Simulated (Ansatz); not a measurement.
# How far each method lies from UCCSDT(Q) for SbH₄, doublet

Geometry: that of the SbH4⁻, triplet, kept fixed.

```xyz
5

Sb    0.0000    0.0000    0.0000
H     0.3559    1.2939    1.3069
H    -0.5350   -1.2776    1.2611
H    -0.3466    1.2804   -1.3226
H     0.5257   -1.2967   -1.2454
```

Basis def2-SVPD with its core potentials; Ansatz 0.2.0. Correlated methods freeze the noble-gas cores and the filled d shells of p-block atoms, which leaves 9 electrons in 55 orbitals. Prefix R: restricted or restricted open-shell reference; prefix U: unrestricted. Active spaces: valence = (9e, 8o) chosen from the atoms' valence shells. No spin–orbit coupling is included; scalar relativity enters through the core potentials alone.

Full CI isn't at hand for all of this; UCCSDT(Q) serves as the reference, and is uncertain by about the last step of the cluster series. The frozen core follows each run's orbitals, which can shift R against U totals by a few meV for light atoms and by up to 0.1 eV past Ca.

Unrestricted rows (U) aren't spin-pure: their determinants' ⟨S²⟩ exceeds S(S+1) by up to 0.17, so they mix in states of higher spin.

The UHF ⟨S²⟩ is 0.916, the ⟨S²⟩ of the determinant under UCCSD is 0.762 and the T1 diagnostic (RCCSD) is 0.0170. The largest doubles amplitude (RCCSD) is 0.075 and the T1 diagnostic (UCCSD) is 0.0151.

| level | E − E(UCCSDT(Q)) (kJ/mol) | share of correlation (%) | wall time |
| --- | --- | --- | --- |
| UHF | 467.8 | 1.91 | 2.2 s |
| UMP2 | 118.7 | 75.11 | – |
| UCCSD | 19.4 | 95.93 | – |
| UCCSD(T) | 4.6 | 99.04 | 14 s |
| UCCSDT | 0.7 | 99.86 | – |

The correlation energy at UCCSDT(Q), counted from RHF, is -4.943 eV. That run took 77 s on 1 thread of Arm Neoverse V1, shared host.

Run but not shown, since their state or frozen core can't be matched to the reference's or they repeat it: RHF, RMP2, CISD, RCCSD, RCCSD(T), BCCD(T), RCCSDT, RCCSDT(Q), CASSCF (valence space), NEVPT2 (valence space), MRCISD (valence space), MRCISD+Q (valence space).

Times hold each run's SCF and search for its determinant on a shared host, so for small cases they say little of a method's own cost; they ran on 1 thread of Arm Neoverse V1.

Natural occupations of CASSCF (valence space) about the gap: 1.985 1.955 1.955 1.914 0.999 0.113 0.039 0.039; effectively unpaired electrons, Σ n²(2−n)², 1.10.
